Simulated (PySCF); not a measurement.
**F₂ at BLYP**

Computed with BLYP; F 3-21G; no relativity (PySCF 2.14).

- state: ¹Σg⁺ (singlet), closed shell
- bond length: 1.476 Å
- harmonic wavenumber: 1043 cm⁻¹
- force constant: 6.08 mdyn/Å
- rotational constant Be: 0.8149 cm⁻¹
- anharmonicity ωexe: 6.64 cm⁻¹
- vibration–rotation constant αe: 0.00702 cm⁻¹
- well depth De to F + F: 2.69 eV
- dissociation energy D0: 2.63 eV
- HOMO–LUMO gap: 2.93 eV
- bond order (Mayer): 1.00

3-21G is very small, so such numbers show the basis as much as the molecule.
